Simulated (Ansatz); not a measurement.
# How far each method lies from full CI for SiP⁺, triplet

Geometry: that of the SiP⁺, singlet, kept fixed.

```xyz
2

Si    0.0000    0.0000    0.0000
P     0.0000    0.0000    2.2330
```

Basis 6-31G; Ansatz 0.2.0. Correlated methods freeze the noble-gas cores, which leaves 8 electrons in 16 orbitals. Prefix R: restricted or restricted open-shell reference; prefix U: unrestricted. Active spaces: valence = (8e, 8o) chosen from the atoms' valence shells.

Full CI is exact within this basis and frozen core; it isn't the basis-set limit. The frozen core follows each run's orbitals, which can shift R against U totals by a few meV.

Unrestricted rows (U) aren't spin-pure: their determinants' ⟨S²⟩ exceeds S(S+1) by up to 0.72, so they mix in states of higher spin. HF rows: RHF is the lowest solution found. Coupled cluster chose its determinant by a search with trial CCSD, here up to 0.86 eV above the lowest Hartree–Fock solution of its kind, and MP2 stands on that determinant too.

* UHF ⟨S²⟩: 2.155
* ⟨S²⟩ of the determinant under UCCSD: 2.723
* T1 diagnostic (RCCSD): 0.0620
* largest doubles amplitude (RCCSD): 0.200
* T1 diagnostic (UCCSD): 0.1157

| level | E − E(full CI) (meV) | share of correlation (%) | wall time |
| --- | --- | --- | --- |
| RHF† | 2447 | – | – |
| UMP2 | 1225 | 62.97 | – |
| RCCSD | 215 | 93.49 | – |
| UCCSD | 161 | 95.13 | – |
| RCCSD(T) | 57 | 98.28 | 2.2 s |
| UCCSD(T) | 71 | 97.86 | 4.7 s |
| BCCD(T) | 72 | 97.83 | 2.8 s |
| RCCSDT | 24 | 99.29 | – |
| UCCSDT | 24 | 99.27 | – |
| RCCSDT(Q) | 7 | 99.78 | 6 s |
| UCCSDT(Q) | 6 | 99.82 | 9.5 s |
| RCCSDTQ | 3 | 99.92 | 29 s |
| UCCSDTQ | 2 | 99.95 | 32 s |
| CASSCF (valence space) | 639 | 80.69 | – |
| NEVPT2 (valence space) | 181 | 94.53 | 3.6 s |
| MRCISD (valence space) | 14 | 99.59 | – |
| MRCISD+Q (valence space) | 2 | 99.94 | 4.9 s |
| MRCISD+Q(relaxed) (valence space) | -1 | 100.03 | 4.4 s |

A dagger marks rows that describe another state than the reference (another or a broken symmetry, a higher spin or other natural occupations), so the difference holds a gap between states beside the method's error.

The correlation energy at full CI, counted from the determinant under the R cluster runs, is -3.310 eV. That run took 3.1 s on 1 thread of Arm Neoverse V1, shared host over 827,904 determinants.

Run but not shown, since their state, orbitals or frozen core can't be matched to the reference's or they repeat it: UHF, RMP2, CISD, CISDTQ.

Times hold each run's SCF and search for its determinant on a shared host, so for small cases they say little of a method's own cost; they ran on 1 thread of Arm Neoverse V1.

Full CI was held to the symmetry of the reference determinant.

The full-CI state has the irrep B2 of C2v, in the program's axes (one component, if the state is degenerate).

Natural occupations of full CI about the gap: 1.977 1.908 1.835 1.012 0.967 0.168 0.066 0.040 0.007 0.006; effectively unpaired electrons, Σ n²(2−n)², 2.24.
